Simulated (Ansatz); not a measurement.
Chalcopyrite ZnSnAs₂, treated with PBE0 (PAW; Ansatz, a program for electronic structure).

Settings: plane-wave cutoff 460 eV, 6×6×6 k mesh, Fermi–Dirac smearing 0.01 eV, scalar-relativistic PAW data made under PBE.

Cell (measured lattice):

```
CELL_PARAMETERS angstrom
     -2.92500     2.92500     5.85000
      2.92500    -2.92500     5.85000
      2.92500     2.92500    -5.85000
ATOMIC_POSITIONS crystal
  Zn 0.00000 0.00000 0.00000
  Zn 0.75000 0.25000 0.50000
  Sn 0.50000 0.50000 0.00000
  Sn 0.25000 0.75000 0.50000
  As 0.87500 0.90061 0.52561
  As 0.09939 0.62500 0.97439
  As 0.37500 0.34939 0.47439
  As 0.65061 0.12500 0.02561
```

What does this level give for the band gap?


* **band gap**: 1.24 eV (on the SCF k mesh)

Measured, for comparison: band gap 0.75 eV (temperature not stated, not corrected to a static lattice, direct or pseudo-direct at Γ, our sources range from 0.65 to 0.75; as tabulated in Ghosh et al. (2024), arXiv:2401.16805).

Note: cell and atoms aren't relaxed at this level (pressure 0.8 GPa).

Spin–orbit coupling is not included.

Computed values are for the static lattice.

The result took roughly 40 core-minutes.
